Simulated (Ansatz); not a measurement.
Cost and result for the atomization energy of `C/N=C(/C)F` (11 atoms, 10 bonds).

Cartesian coordinates in Å:
```
C -1.3210 0.7091 1.1645
N -0.0524 0.6326 0.4846
C 0.2027 -0.2895 -0.3097
C 1.4654 -0.4713 -1.0631
F -0.6829 -1.2831 -0.5944
H -1.1396 0.7115 2.2421
H -2.0161 -0.0988 0.9223
H -1.7894 1.6662 0.9222
H 1.2631 -0.4741 -2.1368
H 1.9149 -1.4351 -0.8124
H 2.1554 0.3325 -0.8195
```

Total charge 0; spin multiplicity 1. The geometry is a stationary point of PBE0-D4/def2-TZVP. Program: Ansatz. All runs use 4 threads of an Intel Xeon Platinum 8488C on a shared host. Times are those of one run each, without the atoms' runs, and a repeat can differ threefold. Electronic energies, without spin–orbit coupling; frozen cores. CCSD(T)/CBS adds CCSD(T) − MP2 in def2-TZVPP to the MP2 limit, and its time is that of the two runs behind it. T1 = 0.012.

CCSD(T)/CBS is a level of theory with its own doubt, some kJ/mol a heavy atom from the limit and from the frozen cores, so smaller differences don't rank the functionals.

```tsv
level	functions	wall time	atomization (kJ/mol)	difference from CCSD(T)/CBS	per bond
revPBE-D4/def2-TZVPP	239	1.2 s	4417.3	32.5	3.3
BLYP-D4/def2-TZVPP	239	1.2 s	4425.2	40.4	4.0
PBE-D4/def2-TZVPP (with forces)	239	1.5 s	4538.5	153.7	15.4
BHLYP-D4/def2-TZVPP	239	1.7 s	4250.0	-134.8	-13.5
r2SCAN-D4/def2-TZVPP (with forces)	239	2.3 s	4406.2	21.4	2.1
r2SCANh-D4/def2-TZVPP	239	2.3 s	4372.5	-12.3	-1.2
B2PLYP/def2-TZVPP	239	3.1 s	4361.8	-23.0	-2.3
PBE-QIDH/def2-TZVPP	239	3.4 s	4370.9	-13.9	-1.4
CCSD(T)/def2-SVP	100	3.4 s	4189.3	-195.5	-19.5
ωB97X-V/def2-TZVPP	239	3.8 s	4407.2	22.4	2.2
MP2/def2-QZVPP	465	15 s	4419.3	34.5	3.5
CCSD(T)/def2-TZVPP	239	71 s	4273.5	-111.3	-11.1
CCSD(T)/CBS(def2)	–	85 s	4384.8	0.0	0.0
```

From r2SCAN to r2SCAN0 (25 % exact exchange), in def2-TZVPP and without D4, the atomization energy moves by −82.3 kJ/mol: exact exchange takes away binding that semilocal exchange gives to molecules. The D4 term adds +26.2 kJ/mol with B3LYP and +13.7 kJ/mol with PBE0; it sums over pairs of atoms, weighted by their polarisabilities, and B3LYP, whose exchange is more repulsive, gets the larger term. At CCSD(T), def2-SVP lies −195.5 kJ/mol from the extrapolated value and def2-TZVPP −111.2 kJ/mol: correlation converges slowly with the basis, and small sets miss more of it in the bonded molecule than in its fragments.

B3LYP here is the variant with VWN-RPA as its local correlation; programs differ in this.
